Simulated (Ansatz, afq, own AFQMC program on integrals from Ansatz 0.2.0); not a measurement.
## The Al2–Cl4 bond of AlSiH$_{3}$ClF, singlet, worked out

```xyz
7

F    -0.4566   -2.4451    0.8086
Al   -0.7821   -1.0684   -0.0666
Si    0.7081    0.8451    0.0899
Cl   -2.5020   -1.1322   -1.2628
H     2.0824    0.4487   -0.3489
H     0.7853    1.3182    1.5070
H     0.2262    1.9658   -0.7730
```

The molecule and both fragments are relaxed with PBE0/def2-SVP; the fragments keep their bonds.

Basis def2-TZVP. Noble-gas cores (and the filled d shells of Ga–Kr and In–Xe) are frozen. Ansatz 0.2.0 and our own AFQMC program on the same integrals; the CISD trial comes from CCSD amplitudes, and released means the phaseless constraint is let go. Error bars are statistical, one sigma.

Total energies in eV. CBS is CCSD(T) at the limit of def2-TZVPP/QZVPP (extrapolated itself); the highest rung of each member is named.

Cautions: AlSiH₃ClF (singlet): the released value is read at 0.90 1/Eh with a noise of 16 meV, more than in the cases checked (meV from the phaseless value at times in 1/Eh: 16 ± 9 at 0.21, 23 ± 13 at 0.42, 19 ± 10 at 0.63, 25 ± 16 at 0.90); AlSiH₃F (doublet): the ph-AFQMC/CISD walk drifts between its halves (2.9 errors), the released value is read at 1.50 1/Eh (meV from the phaseless value at times in 1/Eh: -9 ± 9 at 0.24, -17 ± 6 at 0.51, -24 ± 9 at 0.99, -5 ± 10 at 1.50).

```csv
member,count,CCSD(T)/def2-TZVP,highest rung in def2-TZVP,which,CCSD(T)/CBS
"AlSiH₃F, doublet",+1,-17214.1649,-17214.2021 ± 0.0097,released AFQMC,-17216.8172
Cl (doublet),+1,-12508.0402,-12508.0635,CCSDTQ,-12509.3582
"AlSiH₃ClF, singlet",-1,-29727.2476,-29727.3005 ± 0.0164,released AFQMC,-29731.4257
```

Question: Work out the best estimate of the bond energy: the CCSD(T)/CBS difference plus the step from CCSD(T) to the highest rung.

Answer: Sums with the counts: CCSD(T)/CBS 5.2503 eV, highest rung 5.0349 eV, CCSD(T)/def2-TZVP 5.0425 eV. The step is 5.0349 − 5.0425 = -0.0076 eV, so the best estimate is 5.2503 + (-0.0076) = 5.2427 eV, with sampling noise 0.019 eV. The step is under twice that noise, so its sign is open. The basis set is worth 0.208 eV of it. Zero-point, core-correlation and spin–orbit terms aren't in it. Past Ne the Hartree–Fock part of each CBS total tends to overshoot, since the cores don't follow the formula; that largely cancels in the difference.

Best estimates are given only where the step beyond CCSD(T) is under 0.3 eV and no member's determinant is very poor (T1 over 0.05, or 0.07 for open shells, ⟨S²⟩ too high by 0.3, two states mixed), so the hardest cases are missing from such tables.

CCSDT and higher add their correlation energy to the determinant of the CCSD(T) run, since their own runs factorise the integrals more tightly (a shift of under 2 meV). Each member of a difference takes its own highest rung, so a best estimate needn't equal the limit plus the step of one row. Released energies are given only where the last usable release times agree within the noise; a slower fall can still hide under it.
